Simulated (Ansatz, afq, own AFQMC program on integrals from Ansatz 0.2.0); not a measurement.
# AlGaCl, quartet: AFQMC among the cluster methods

```xyz
3

Cl    0.0000    0.0000   -2.1660
Al    0.0000    0.0000   -0.0752
Ga    0.0000    0.0000    2.2412
```

Connectivity, by distances: Cl–Al–Ga.

Basis cc-pVDZ. Only valence electrons are correlated. Ansatz 0.2.0 and our own AFQMC program on the same integrals; the CISD trial comes from CCSD amplitudes, and released means the phaseless constraint is let go. Uncertainties: one standard error, sampling alone. No spin–orbit coupling.

Determinant: UHF, the one that the program's search chose, which needn't be the lowest solution. The geometry is a PBE0/def2-TZVP stationary point of this or a neighbouring charge and spin state.

No full CI on the walks' own integrals is used here; CCSDT(Q) serves as the reference and is uncertain by about the last step of the cluster series.

Cautions: no relativity below Rb; no spin-orbit coupling; inner d shell frozen; another spin lies lower.

The T1 diagnostic is 0.0197 and the weight of the determinant in the CISD state is 0.858. The ⟨S²⟩ of the determinant is 3.773. The size of the correlated space is 13 electrons in 39 orbitals.

Reference: CCSDT(Q), correlation energy -6.676 eV. The released energy is read at 2.40 1/Eh (meV from the phaseless value at times in 1/Eh: -25 ± 16 at 0.24, -4 ± 15 at 0.51, -25 ± 17 at 0.99, -22 ± 14 at 1.62, 5 ± 18 at 2.40).

```
         level  E − E(reference) (mEh)  share of correlation (%)
            HF                  245.34                      0.00
           MP2                   37.47                     84.73
          CCSD                    9.49                     96.13
       CCSD(T)                    1.99                     99.19
         CCSDT                    0.67                     99.73
   ph-AFQMC/HF             1.04 ± 1.84                     99.57
 ph-AFQMC/CISD             0.36 ± 0.53                     99.85
released AFQMC             0.53 ± 0.67                     99.78
```

A walk keeps the symmetry of its determinant, which the program's search chose and which needn't be the lowest solution, so a lower state of the same spin and another symmetry isn't excluded. Released energies are given only where the last usable release times agree within the noise; a slower fall can still hide under it.
